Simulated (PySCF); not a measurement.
NO₂, charge -1, multiplicity 1. Atoms are numbered in the order given.

```xyz
3

O      0.0000     1.0684    -0.2003
N      0.0000     0.0000     0.4579
O      0.0000    -1.0684    -0.2003
```
Charge -1, spin multiplicity 1.

Coordinates come from a B3LYP-D3(BJ)/def2-TZVPD optimisation. The spin state was assumed, not searched. The isomer is the one that the SMILES or the coordinates give; other isomers of the formula were not compared.

All values below come from HF/def2-TZVPD (PySCF).

Symmetry labels are those of the subgroup C2v that the program uses (full group C2v).

Computed valence orbital energies around the gap with their symmetry:
```tsv
orbital	symmetry	energy (eV)
HOMO−7	B2	-29.36
HOMO−6	A1	-16.79
HOMO−5	A1	-11.85
HOMO−4	B2	-11.66
HOMO−3	B1	-10.57
HOMO−2	B2	-5.84
HOMO−1	A2	-5.16
HOMO	A1	-4.28
LUMO	B2	6.51
LUMO+1	A1	6.68
LUMO+2	A1	7.87
LUMO+3	B1	7.93
```
